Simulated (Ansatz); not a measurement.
# SiN2H4: how energies converge with the basis set

An exercise on one series of results from a longer session: the logs are not shown, and one member is left open.

Method: one geometry, several basis sets; program: Ansatz 0.2.0, Gaussian basis.

Plan: PBE0-D4/def2-SVP; ωB97M-V/def2-SVP; PBE0-D4/def2-QZVPP; ωB97M-V/def2-QZVPP; CCSD(T)/cc-pV(D+d)Z; CCSD(T)/cc-pV(T+d)Z; CCSD(T)/cc-pV(Q+d)Z; the functionals' def2-TZVPP values are taken from earlier runs.

### Structure used throughout

An earlier PBE0-D4 in a triple-zeta def2 set relaxation fixed the geometry.

SMILES `N[Si]N`, 7 atoms, charge 0, spin multiplicity 1.

Atoms are counted from 1 here; the program's logs count them from 0.

Bond lengths: N1–Si2 1.716 Å, N1–H4 1.006 Å, N1–H5 1.009 Å, Si2–N3 1.716 Å, N3–H6 1.009 Å, N3–H7 1.006 Å. Angles: Si2–N1–H4 120.3°, Si2–N1–H5 127.8°, H4–N1–H5 111.9°, N1–Si2–N3 100.2°, Si2–N3–H6 127.8°, Si2–N3–H7 120.3°, H6–N3–H7 111.9°.

Set-up of the first run:

in.yaml

```yaml
crystal:
  periodic: [false, false, false]
  atoms:
    - {symbol: N, position_ang: [-1.218366, 0.317985, -0.353355]}
    - {symbol: Si, position_ang: [-0.179970, -1.046295, -0.427165]}
    - {symbol: N, position_ang: [1.224757, -0.398304, 0.315683]}
    - {symbol: H, position_ang: [-2.153868, 0.263686, -0.720632]}
    - {symbol: H, position_ang: [-1.015868, 1.229536, 0.029693]}
    - {symbol: H, position_ang: [1.357754, 0.533141, 0.680891]}
    - {symbol: H, position_ang: [2.046861, -0.967749, 0.429186]}
basis:
  gaussian: {orbitals: def2-SVP}
hamiltonian: {xc: pbe0, dispersion: d4}
output: {orbitals: {seedname: orbitals}}
```

Run with:

```console
ansatz run in.yaml --threads 2 --pin off --events-out ev --progress --plain --max-ram 32768MiB --backend cpu
```

Steps of the session up to this table: PBE0-D4 in def2-SVP; ωB97M-V in def2-SVP; PBE0-D4 in def2-QZVPP; ωB97M-V in def2-QZVPP.

One table of the session follows, with a row left open; its other results are not shown here.

```
functional       basis  HOMO (eV)  LUMO (eV)
   PBE0-D4    def2-SVP      -6.15       0.07
   PBE0-D4  def2-TZVPP          ?          ?
   PBE0-D4  def2-QZVPP      -6.40      -0.39
   ωB97M-V    def2-SVP      -8.25       2.16
   ωB97M-V  def2-TZVPP      -8.47       1.68
   ωB97M-V  def2-QZVPP      -8.55       1.43
```

Q: Estimate the row for PBE0-D4, def2-TZVPP from the others.

As computed: HOMO (eV): -6.34; LUMO (eV): -0.26. In the column «HOMO (eV)» it lies between PBE0-D4, def2-QZVPP (-6.40) and PBE0-D4, def2-SVP (-6.15).
